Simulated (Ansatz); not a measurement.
Coupled-cluster diagnostics for PF₃, Ansatz.

Geometry of the singlet (r2SCAN-D4/def2-TZVP):

```csv
atom,x (Å),y (Å),z (Å)
P1,-0.5820,0.0791,-0.0068
F2,0.0846,-0.9199,-1.0286
F3,0.1196,-0.4631,1.2972
F4,0.3778,1.3039,-0.2618
```

Correlated methods freeze 8 core orbitals.

(1) Estimate the CCSD(T) correlation energy, the shares of MP2 and (T), T1 and the reference's ⟨S²⟩ for: charge 0, singlet, own geometry in def2-TZVPP; charge 1, doublet, vertical in def2-TZVPP; and the rough time on 2 threads of Intel Xeon 6975P-C on a shared host.

Answers

(1) 
```
                          state       basis  correlation (eV)  MP2 share (%)  (T) share (%)     T1  ⟨S²⟩ (pure)  wall time
charge 0, singlet, own geometry  def2-TZVPP           -25.139           96.2            3.0  0.014  0.00 (0.00)       12 s
    charge 1, doublet, vertical  def2-TZVPP           -24.521           96.5            3.3  0.020  0.76 (0.75)       41 s
```
Customary marks for T1 are 0.02 (closed shells), 0.045 (open shells) and about 0.05 (3d metals). T1 stays under 0.02 throughout.
